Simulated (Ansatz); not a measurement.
# CH3OS: the cost of one run

Method: RKS PBE0-D4/def2-mTZVP, in Ansatz 0.2.0.

### 1 The structure to begin with

Bond lengths: O1–C2 1.146 Å, C2–S3 2.033 Å, C2–H4 1.089 Å, S3–H5 1.351 Å, S3–H6 1.351 Å. Angles: O1–C2–S3 117.6°, O1–C2–H4 134.6°, S3–C2–H4 107.8°, C2–S3–H5 95.2°, C2–S3–H6 95.6°, H5–S3–H6 92.6°.

As a file:

```xyz
6

O    -1.7911   -0.7953   -0.1146
C    -0.6479   -0.7096   -0.1013
S     0.1565    1.1329    0.1982
H     0.1728   -1.4161   -0.2178
H     1.0134    1.0637   -0.8436
H     1.0964    0.7244    1.0791
```

### 2 End point A

Input file input.yaml:

```yaml
crystal:
  periodic: [false, false, false]
  atoms:
    - { symbol: O, position_ang: [-1.79105, -0.79529, -0.11462] }
    - { symbol: C, position_ang: [-0.64792, -0.70962, -0.10132] }
    - { symbol: S, position_ang: [0.15646, 1.13293, 0.19822] }
    - { symbol: H, position_ang: [0.17277, -1.41614, -0.21783] }
    - { symbol: H, position_ang: [1.01338, 1.0637, -0.84357] }
    - { symbol: H, position_ang: [1.09636, 0.72441, 1.07911] }
total_charge: 1
basis:
  gaussian: { orbitals: def2-mTZVP }
hamiltonian:
  xc: pbe0
  dispersion: d4
relax:
  f_tol: 0.015
  max_steps: 40
```

The run is started by

```sh
$ ansatz run input.yaml --threads 1 --pin off --max-ram 2048MiB --backend cpu --events-out ev --progress --plain --runs-dir out
```

Q: Estimate wall time and peak memory on 1 thread of Arm Neoverse V2, shared host.

About 52 s, with a peak of 0.14 GiB.
